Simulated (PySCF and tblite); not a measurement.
Values are calculated unless marked as measured or tabulated.
C₃H₆O, numbered as in [OH:1][CH:2]1[CH2:3][CH2:4]1.

Free energies: PBE0-D3(BJ)/def2-TZVP (IEF-PCM, chloroform) on PBE0-D3(BJ)/def2-SVP structures plus GFN2-xTB thermal terms, symmetry and mirror images included. Conformers within 3 kcal/mol (GFN2-xTB free energy) were kept, 8 at most. GIAO shieldings: WP04/pcSseg-1 (IEF-PCM, chloroform). Shifts are against TMS (¹H), TMS (¹³C) at the same level; of two unlike H on one atom, a is the less shielded. Codes: tblite and PySCF.

(1) Predict the averaged NMR shifts at 298.15 K.

(2) How do the conformers differ?

H on N, O and S are left out: they exchange, and hydrogen bonds move them by several ppm. Shifts are unscaled: against experiment ¹³C can be off by 15 ppm or more and ¹H by 0.8 ppm.

## Answers

(1) ¹H: 3.22 (H2, 1H), 0.58 (H3a/H4a, 2H), 0.55 (H3b/H4b, 2H) ppm. ¹³C: 49.9 (C2), 10.7 (C3/C4) ppm.

(2) Torsions listed: H1–O1–C2–C3. Of a mirror pair one member is shown.
```tsv
conformer	shape	weight %
1	146°	97.9
2	37°	2.1
```

```tsv
signal	1	2	average
H2	3.23	3.03	3.22
H3a/H4a	0.59	0.36	0.58
H3b/H4b	0.55	0.60	0.55
C2	49.9	51.6	49.9
C3/C4	10.8	9.1	10.7
```
